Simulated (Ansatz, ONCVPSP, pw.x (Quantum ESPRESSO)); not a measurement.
## pw.x on bcc Mo: one setting changed

Potential: optimised norm-conserving Vanderbilt (ONCV), ONCVPSP 4.0.1.1 (patched build), LDA (Perdew-Wang 92); core [Ar] 3d10, reference 4s2 4p6 4d5 5s1; waves: 4s+5s: rc 2.10 bohr, ncon 4, nbas 7, qcut 4.6 1/bohr, 2 projectors; 4p: rc 1.15 bohr, ncon 4, nbas 8, qcut 8.7 1/bohr, 2 projectors, debl 3.9 Ha; 4d: rc 2.35 bohr, ncon 4, nbas 9, qcut 5.2 1/bohr, 1 projector; f scattering state at 0.14 Ha: rc 1.90 bohr, ncon 4, nbas 8, qcut 5.2 1/bohr, 2 projectors, debl 3 Ha; local part: polynomial inside 0.90 bohr (lpopt 3, dvloc0 6 Ha); core correction: polynomial model core, fcfact 0.65.

The reference run (k-mesh 15³, cutoffs 95/380 Ry, Fermi–Dirac 0.01 Ry, mixing_beta 0.4, conv_thr 1e-9, no spin) gives 1.89 GPa at 15.067 Å³/atom, where all-electron LAPW gives 0.24 GPa. This run, with its own iteration cap, changes smearing to mv.

```
&control
  calculation='scf', prefix='x', pseudo_dir='./', outdir='./tmp', tstress=.true., disk_io='none'
/
&system
  ibrav=0, nat=1, ntyp=1, ecutwfc=95, ecutrho=380, nbnd=15,
  occupations='smearing', smearing='mv', degauss=0.01
/
&electrons
  conv_thr=1e-09, mixing_beta=0.4, electron_maxstep=70
/
ATOMIC_SPECIES
Mo 1.0 Mo.UPF
CELL_PARAMETERS angstrom
  -1.55592598 1.55592598 1.55592598
  1.55592598 -1.55592598 1.55592598
  1.55592598 1.55592598 -1.55592598
ATOMIC_POSITIONS crystal
Mo 0.0000 0.0000 0.0000
K_POINTS automatic
15 15 15 0 0 0
```

```bash
pw.x < Mo.scf.in > Mo.scf.out
```

How does the run end?

It converges in 9 iterations; the free energy moves by +21.2 meV/atom and the pressure by +0.07 GPa. This scheme is built to cancel the term in the square of the width that Fermi–Dirac smearing leaves in the F of a metal.

```
Message from routine setup:
     using ibrav=0 with symmetry is DISCOURAGED, use correct ibrav instead
     lattice parameter (alat)  =       5.0927  a.u.
     unit-cell volume          =     101.6772 (a.u.)^3
     number of electrons       =        14.00
     number of Kohn-Sham states=           15
     kinetic-energy cutoff     =      95.0000  Ry
     charge density cutoff     =     380.0000  Ry
     scf convergence threshold =      1.0E-09
     Exchange-correlation= SLA  PW   NOGX NOGC
     number of k points=   120  Marzari-Vanderbilt smearing, width (Ry)=  0.0100
     iteration #  1     ecut=    95.00 Ry     beta= 0.40
     total energy              =    -166.56987332 Ry
     estimated scf accuracy    <       0.10282587 Ry
     iteration #  2     ecut=    95.00 Ry     beta= 0.40
     total energy              =    -166.57185628 Ry
     estimated scf accuracy    <       0.01319569 Ry
     iteration #  3     ecut=    95.00 Ry     beta= 0.40
     total energy              =    -166.57333728 Ry
     estimated scf accuracy    <       0.00068991 Ry
     iteration #  4     ecut=    95.00 Ry     beta= 0.40
     total energy              =    -166.57339017 Ry
     estimated scf accuracy    <       0.00001777 Ry
     iteration #  5     ecut=    95.00 Ry     beta= 0.40
     total energy              =    -166.57339365 Ry
     estimated scf accuracy    <       0.00001810 Ry
     iteration #  6     ecut=    95.00 Ry     beta= 0.40
     total energy              =    -166.57339773 Ry
     estimated scf accuracy    <       0.00000004 Ry
     iteration #  7     ecut=    95.00 Ry     beta= 0.40
     total energy              =    -166.57339767 Ry
     estimated scf accuracy    <       0.00000022 Ry
     iteration #  8     ecut=    95.00 Ry     beta= 0.40
     total energy              =    -166.57339772 Ry
     estimated scf accuracy    <          2.4E-09 Ry
     iteration #  9     ecut=    95.00 Ry     beta= 0.40
     the Fermi energy is    22.0577 ev
!    total energy              =    -166.57339772 Ry
     estimated scf accuracy    <          2.8E-10 Ry
     smearing contrib. (-TS)   =      -0.00003261 Ry
     The total energy is F=E-TS. E is the sum of the following terms:
     one-electron contribution =     -14.30947059 Ry
     hartree contribution      =      17.08411310 Ry
     xc contribution           =     -48.05152933 Ry
     ewald contribution        =    -121.29647829 Ry
     convergence has been achieved in   9 iterations
          total   stress  (Ry/bohr**3)                   (kbar)     P=       19.65
     Message from routine punch:
     Nothing written, as per user request (disk_io='none')
```

The run took about 50 s on one core of a shared host (Neoverse-N1, 64 threads, 124 GiB, load 58).
